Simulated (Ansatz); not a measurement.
# C2H2B+ (SMILES b1c[cH+]1): functionals against CCSD(T) at one geometry

How do the functionals fare away from a minimum? The structure is a structure displaced at random from a GFN2-xTB minimum.

The runs use Ansatz 0.2.0, Gaussian basis; single points in def2-TZVPP.

Cores are frozen in the correlated methods.

**1. Where the work starts**

SMILES `b1c[cH+]1`, 5 atoms, charge 1, spin multiplicity 1.

Atoms are counted from 1 here; the program's logs count them from 0.

Bond lengths: B1–C2 1.396 Å, B1–C3 1.518 Å, C2–C3 1.525 Å, C2–H4 1.204 Å, C3–H5 1.054 Å. Angles: C2–B1–C3 62.9°, B1–C2–C3 62.4°, B1–C2–H4 166.5°, C3–C2–H4 131.0°, B1–C3–C2 54.6°, B1–C3–H5 166.6°, C2–C3–H5 137.5°.

Coordinates:

```
atom    x (Å)    y (Å)    z (Å)
  B1  -1.1884   0.4133  -0.3587
  C2  -0.3959  -0.6701   0.0242
  C3   0.2623   0.7044  -0.0206
  H4   0.0480  -1.7499   0.3203
  H5   1.2332   1.1041   0.0719
```

**2. CCSD(T)/def2-TZVPP**

run/in.yaml reads:

```yaml
crystal:
  periodic: [false, false, false]
  atoms:
    - {symbol: B, position_ang: [-1.188400, 0.413300, -0.358700]}
    - {symbol: C, position_ang: [-0.395900, -0.670100, 0.024200]}
    - {symbol: C, position_ang: [0.262300, 0.704400, -0.020600]}
    - {symbol: H, position_ang: [0.048000, -1.749900, 0.320300]}
    - {symbol: H, position_ang: [1.233200, 1.104100, 0.071900]}
basis:
  gaussian: {orbitals: def2-TZVPP}
total_charge: 1
correlation: {method: ccsd_t}
output: {forces: true}
```

The command line of these runs was not kept.

**3. PBE0-D4/def2-TZVPP**

Edit run/in.yaml of step 2 so:

```diff
@@ -11,3 +11,3 @@
 total_charge: 1
-correlation: {method: ccsd_t}
-output: {forces: true}
+hamiltonian: {xc: pbe0, dispersion: d4}
+output: {forces: true, orbitals: {seedname: orbitals}}
```

**4. wB97M-V/def2-TZVPP**

Edit run/in.yaml of step 3 so:

```diff
@@ -11,3 +11,3 @@
 total_charge: 1
-hamiltonian: {xc: pbe0, dispersion: d4}
-output: {forces: true, orbitals: {seedname: orbitals}}
+hamiltonian: {xc: {name: wB97M-V}}
+output: {forces: true}
```

**5. r2SCAN-D4/def2-TZVPP**

Edit run/in.yaml of step 4 so:

```diff
@@ -11,3 +11,3 @@
 total_charge: 1
-hamiltonian: {xc: {name: wB97M-V}}
+hamiltonian: {xc: r2scan, dispersion: d4}
 output: {forces: true}
```

**6. PBE-D4/def2-TZVPP**

Edit run/in.yaml of step 5 so:

```diff
@@ -11,3 +11,3 @@
 total_charge: 1
-hamiltonian: {xc: r2scan, dispersion: d4}
+hamiltonian: {xc: pbe, dispersion: d4}
 output: {forces: true}
```

**7. SPW92/def2-TZVPP**

Edit run/in.yaml of step 6 so:

```diff
@@ -11,3 +11,3 @@
 total_charge: 1
-hamiltonian: {xc: pbe, dispersion: d4}
+hamiltonian: {xc: lda}
 output: {forces: true}
```

**8. revPBE-D4/def2-TZVPP**

Edit run/in.yaml of step 7 so:

```diff
@@ -11,3 +11,3 @@
 total_charge: 1
-hamiltonian: {xc: lda}
+hamiltonian: {xc: {name: revPBE}, dispersion: d4}
 output: {forces: true}
```

(Steps that only read results are left out.)

Before running it: what results should come out? Wanted: energy less free atoms, CCSD(T)/def2-TZVPP; RMS force component; RMS force error; HOMO and LUMO, PBE0-D4; T1 diagnostic.

As calculated:

```
                                  quantity                                                                                           value
energy less free atoms, CCSD(T)/def2-TZVPP                                                                                  -1076.1 kJ/mol
                       RMS force component                                                            2.112 to 2.402 eV/Å over the methods
                           RMS force error  PBE0-D4 0.518, wB97M-V 0.515, r2SCAN-D4 0.390, PBE-D4 0.252, SPW92 0.566, revPBE-D4 0.163 eV/Å
                    HOMO and LUMO, PBE0-D4                                                                            -16.51 and -10.89 eV
                             T1 diagnostic                                                                                           0.024
```

Against CCSD(T) the functionals' energies less atoms differ by -385.7 to -67.8 kJ/mol, PBE-D4 by -152.6 kJ/mol. The reference is not at the basis limit: in triple zeta CCSD(T) underbinds, which counts against methods that bind more; the gaps are no ranking. For forces revPBE-D4 does best and SPW92 worst. Frozen-core CCSD(T) forces in triple zeta carry basis errors of their own, and this is one geometry, so small gaps rank nothing. The restricted Hartree–Fock reference is unstable towards an unrestricted one at one or more of these structures.
